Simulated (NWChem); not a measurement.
Species: LiH; SMILES [LiH]

```xyz
2

Li     0.0000     0.0000     0.4552
H      0.0000     0.0000    -1.1424
```
Atoms are numbered in this order, from 1.

Coordinates come from a PBE0/def2-SVP optimisation. B3LYP is NWChem's, with the RPA form of VWN correlation.

 States above −ε(HOMO) = 5.3 eV lie in this functional's continuum and hang on the basis.

Problem. List the 4 lowest vertical singlet excitations from B3LYP/def2-SVPD, TDA (NWChem).

Solution. 
| state | energy (eV) | oscillator strength | leading excitation (squared amplitude) |
|---|---|---|---|
| S1 | 3.29 | 0.069 | HOMO → LUMO (0.97) |
| S2 | 4.23 | 0.209 | HOMO → LUMO+2 (0.98) |
| S3 | 4.23 | 0.209 | HOMO → LUMO+1 (0.98) |
| S4 | 5.68 | 0.027 | HOMO → LUMO+3 (0.89) |
